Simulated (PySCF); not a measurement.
Gas-phase reaction: 4 SiH3Cl = i-Si4H10 + 2 HCl + Cl2

Computed with PySCF and rigid-rotor harmonic-oscillator thermochemistry at 1 bar. † marks an energy on the PBE0/def2-TZVP geometry and frequencies; other levels use their own. MP2 freezes the core. 6-31G* has spherical d functions here. All species are closed-shell singlets. B3LYP is the form with VWN-RPA correlation. MP2 isn't extrapolated to the basis-set limit.

```
level               ΔH°(298 K), kJ
------------------  --------------
B3LYP/6-31G*                   517
B3LYP/def2-TZVP†               518
BLYP/def2-TZVP†                496
HF/6-31G*                      ___
M06-2X/def2-TZVP†              540
MP2/def2-TZVPP†                545
LDA/def2-TZVP†                 ___
ωB97M-V/def2-TZVP†             ___
ωB97X-V/def2-TZVP†             ___
```

### Question
Some entries are withheld; supply them.

### Answer

- HF/6-31G*, ΔH°(298 K), kJ: 602
- LDA/def2-TZVP†, ΔH°(298 K), kJ: 453
- ωB97M-V/def2-TZVP†, ΔH°(298 K), kJ: 529
- ωB97X-V/def2-TZVP†, ΔH°(298 K), kJ: 516
